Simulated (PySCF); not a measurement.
1,3-difluoropropane, C₃H₆F₂.
Atom-mapped SMILES: `[F:1][CH2:2][CH2:3][CH2:4][F:5]` (hydrogens: H6, H7 on C2; H8, H9 on C3; H10, H11 on C4)

Method: PBE0-D3(BJ)/def2-SVP geometry optimisation, gas phase (PySCF); density fitting, grid level 1; the optimiser is geomeTRIC in internal coordinates, started from an MMFF94s structure with every atom displaced at random (about 0.03 Å).

Step 0: E = -8626.1387 eV
```
atom  x, y, z in Å  |  force x, y, z in eV/Å
F1      1.5370   -0.0082   -1.2739    0.246   1.360  -1.793
C2      1.0505   -0.6514   -0.2145    1.542   0.188   2.120
C3      0.0596    0.2160    0.5850    6.326   0.303   1.060
C4     -1.0472    0.4950   -0.1925   -7.895   0.426   1.913
F5     -1.8317   -0.6850   -0.3908    0.936   0.601  -0.112
H6      0.5850   -1.5432   -0.5768   -0.720  -1.093  -0.062
H7      1.9833   -0.9146    0.3722   -1.076  -0.106   0.129
H8     -0.0816   -0.3003    1.5121   -0.888  -0.497   0.855
H9      0.6147    1.1863    0.9150   -0.842  -1.292  -0.736
H10    -1.8066    1.1751    0.4185    1.432  -0.864  -1.137
H11    -0.9649    0.9448   -1.1233    0.939   0.974  -2.237
```

Step 1: E = -8626.8923 eV
```
atom  x, y, z in Å  |  force x, y, z in eV/Å
F1      1.6019    0.1300   -1.2404   -0.166  -0.345   0.222
C2      1.1253   -0.6514   -0.1940    0.039   0.163  -0.347
C3      0.1361    0.1712    0.6025   -1.092   0.030  -1.177
C4     -1.1983    0.4727   -0.1850    0.974  -0.221   0.805
F5     -1.9764   -0.6734   -0.3117    0.611   0.826   0.010
H6      0.6372   -1.5531   -0.6200    0.127   0.179   0.088
H7      1.9972   -0.9680    0.4124   -0.204   0.064  -0.027
H8     -0.1037   -0.3354    1.5506   -0.069   0.080   0.003
H9      0.6076    1.1421    0.8126    0.010   0.039   0.204
H10    -1.7360    1.2525    0.3833   -0.302  -0.294   0.052
H11    -0.9928    0.9273   -1.1795    0.072  -0.521   0.166
```

Question: Estimate the geometry and energy of step 2. (The exact step hangs on the optimiser's Hessian estimate; all steps are aligned on step 1, rigid shifts and turns removed.)

Answer: E = -8626.9963 eV, largest force 0.974 eV/Å
```
atom  x, y, z in Å  |  force x, y, z in eV/Å
F1      1.5741    0.1017   -1.2717   -0.084  -0.115   0.140
C2      1.1002   -0.6427   -0.2070    0.025   0.061  -0.227
C3      0.1375    0.1900    0.6022   -0.720   0.408  -0.513
C4     -1.1687    0.4915   -0.1613    0.835  -0.074   0.288
F5     -1.8706   -0.6679   -0.3261   -0.245  -0.281  -0.037
H6      0.5972   -1.5363   -0.6156   -0.002   0.002   0.069
H7      1.9601   -0.9677    0.4000    0.028   0.012   0.024
H8     -0.1141   -0.3215    1.5440    0.025  -0.003   0.035
H9      0.6136    1.1547    0.8439    0.070  -0.065   0.119
H10    -1.7935    1.2181    0.3854    0.027  -0.028   0.024
H11    -0.9377    0.8945   -1.1628    0.041   0.084   0.078
```

The energy changes by -0.1040 eV. The first-order estimate −F·Δx gives -0.1908 eV and the mean of the old and new forces, exact on a quadratic surface, -0.1035 eV. The step makes an angle of 64° with the force vector and moves no atom by more than 0.107 Å.

The cost below is that of the whole optimisation. On one thread of an Intel Xeon 6975P-C (shared host), this took 21 s wall and 0.41 GiB of memory at its peak.
